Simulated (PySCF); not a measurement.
Simulated absorption spectrum

Thiirane, C₂H₄S.
SMILES: `C1CS1`

Level of theory: PySCF 2.14.0, density-fitted response routines, TDDFT wB97X-D/def2-SVPD, vertical, gas phase, core orbitals frozen in the response. Geometry: GFN2-xTB; no solvent, vibrations or thermal averaging.

Computed states:

```csv
state,E (eV),f
S1,4.95,0.0000
S2,6.33,0.026
S3,6.71,0.028
S4,7.13,0.070
S5,7.35,0.0000
S6,8.24,0.068
S7,8.28,0.0001
S8,8.28,0.019
```

Each state is given a Gaussian of 0.25 eV full width at half maximum, with ε(max) = 2.175×10⁸ f / Δν̃ (Δν̃ the width in cm⁻¹). The width is an assumption, not a result. The curve ends short of the highest state used, and states not computed would add to its high-energy end.

**Question.** Give the broadened spectrum and its maxima.

**Answer.** 
| λ (nm) | ε (L mol⁻¹ cm⁻¹) |
| --- | --- |
| 161.4 | 0 |
| 164.0 | 2 |
| 166.5 | 81 |
| 169.1 | 1172 |
| 171.6 | 4941 |
| 174.2 | 7562 |
| 176.7 | 4475 |
| 179.2 | 1536 |
| 181.8 | 1863 |
| 184.3 | 3005 |
| 186.9 | 2435 |
| 189.4 | 1305 |
| 192.0 | 1550 |
| 194.5 | 2613 |
| 197.0 | 2696 |
| 199.6 | 1550 |
| 202.1 | 537 |
| 204.7 | 108 |
| 207.2 | 15 |
| 209.8 | 1 |
| 212.3 | 0 |
| 214.8 | 0 |
| 217.4 | 0 |
| 219.9 | 0 |
| 222.5 | 0 |
| 225.0 | 0 |
| 227.6 | 0 |
| 230.1 | 0 |
| 232.6 | 0 |
| 235.2 | 0 |
| 237.7 | 0 |
| 240.3 | 0 |
| 242.8 | 0 |
| 245.4 | 0 |
| 247.9 | 0 |
| 250.4 | 0 |
| 253.0 | 0 |
| 255.5 | 0 |
| 258.1 | 0 |
| 260.6 | 0 |
| 263.2 | 0 |
| 265.7 | 0 |
| 268.2 | 0 |
| 270.8 | 0 |

Maxima: 196 nm (6.33 eV), ε about 2800, made up of S2 (100%); 185 nm (6.71 eV), ε about 3100, made up of S3 (100%); 174 nm (7.13 eV), ε about 7600, made up of S4 (100%) (ε in L mol⁻¹ cm⁻¹; maxima over ε = 5, shares over 10%).

**Question.** Coming from long wavelengths, where does ε first pass 100 L mol⁻¹ cm⁻¹?

**Answer.** At about 205 nm (6.06 eV), 1.10 eV above S1.

**Question.** What would ε be at 7.13 eV, the highest of these maxima, with half the width (0.125 eV)?

**Answer.** About 15200 L mol⁻¹ cm⁻¹ against 7590, a factor of about 2.00; a lone state at its own centre would give exactly 2.

**Question.** On this curve, what absorbance would a 10⁻³ mol/L sample give at 193 nm over a 1 cm path?

**Answer.** 193 nm is 6.424 eV, where ε is about 2000 L mol⁻¹ cm⁻¹, so A = ε c l ≈ 2 (Beer–Lambert, with the gas-phase spectrum and the assumed width).

Time: 4.5 s of wall time. Hardware: an Arm Neoverse V1 with one thread, no GPU, on a shared host.
